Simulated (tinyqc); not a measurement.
RHF in the sto-3g basis, for LiH, spin multiplicity 1, step by step. One step of it, computed by the program tinyqc.

Task: Orthogonalisation. S = U s U^T; symmetric (Loewdin) form X = U s^(-1/2) U^T, so that X^T S X = 1.

overlap S:
```
           1Li 1s    1Li 2s   1Li 2px   1Li 2py   1Li 2pz     2H 1s
1Li 1s   1.000000  0.241137  0.000000  0.000000  0.000000  0.052303
1Li 2s   0.241137  1.000000  0.000000  0.000000  0.000000  0.367419
1Li 2px  0.000000  0.000000  1.000000  0.000000  0.000000  0.000000
1Li 2py  0.000000  0.000000  0.000000  1.000000  0.000000  0.000000
1Li 2pz  0.000000  0.000000  0.000000  0.000000  1.000000  0.490257
2H 1s    0.052303  0.367419  0.000000  0.000000  0.490257  1.000000
```

Give: eigenvalues of S; X.

Result:

eigenvalues of S: 0.380  0.800  1.000  1.000  1.175  1.646

X:
```
         1Li 1s  1Li 2s  1Li 2px  1Li 2py  1Li 2pz   2H 1s
1Li 1s    1.023  -0.130    0.000    0.000   -0.006   0.012
1Li 2s   -0.130   1.096    0.000    0.000    0.096  -0.249
1Li 2px   0.000   0.000    1.000    0.000    0.000   0.000
1Li 2py   0.000   0.000    0.000    1.000    0.000   0.000
1Li 2pz  -0.006   0.096    0.000    0.000    1.126  -0.328
2H 1s     0.012  -0.249    0.000    0.000   -0.328   1.198
```
